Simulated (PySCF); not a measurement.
An unknown is described by computed data only.

Elements present: C, Cl, F and H. Monoisotopic mass: 67.9829 u.

- UV, first state: lowest singlet excitation: 7.50 eV (165 nm, f = 0.002) [TDDFT PBE0/def2-SVPD]
- 1H NMR: chemical shifts (computed TMS as zero) by class: 6.26 (2 H) ppm [GIAO PBE0/pcSseg-1]
- Triplet: lowest triplet excitation (Tamm–Dancoff): 6.76 eV [TDA PBE0/def2-SVPD]
- Polarisability: 29.9 au [PBE0/def2-SVPD]
- Rotational structure: rotational constants A, B, C: 42.247, 5.712, 5.205 GHz [GFN2-xTB]
- UV, strongest line: among the 6 lowest singlet transitions: S6 at 9.47 eV (131 nm, f = 0.079) [TDDFT PBE0/def2-SVPD]
- 13C NMR: chemical shifts (computed TMS as zero) by class: 98.8 (1 C) ppm [GIAO PBE0/pcSseg-1]
- NMR, other nuclei: isotropic shieldings of nuclei other than C and H, by class: 357 (1 F), 756 (1 Cl) ppm [GIAO PBE0/pcSseg-1]

Gas-phase values; electronic properties from PySCF, density fitting. Levels stand in brackets. Geometry: GFN2-xTB; no solvent, vibrations or thermal averaging. NMR classes are plain means over equivalent atoms (diastereotopic ones count apart unless rotation or inversion swaps them), as if these changed places fast.

Problem. Which formula fits the mass and the elements?

Solution. CH2ClF (calculated 67.9829). No other formula that holds each of these elements comes within 0.0003 u with a fitting electron parity and a possible valence count.

Problem. Propose a structure and show how it fits.

Solution. Numbering: `[F:1][CH2:2][Cl:3]`. Its formula, CH2ClF, gives 0 degrees of unsaturation, so no ring and no π bond. The one carbon: sp3 C–F carbon [C2] (98.8 ppm). All hydrogens form one class (6.26 ppm): methylene hydrogen. The other shieldings belong to: 357 ppm, alkyl fluorine [F1]; 756 ppm, chlorine on a fluorinated carbon [Cl3]. The optimised geometry has point group Cs and is an asymmetric top. Structure: chlorofluoromethane, `FCCl`. The assignments are read from this structure; whether some other isomer fits the data as well wasn't checked.
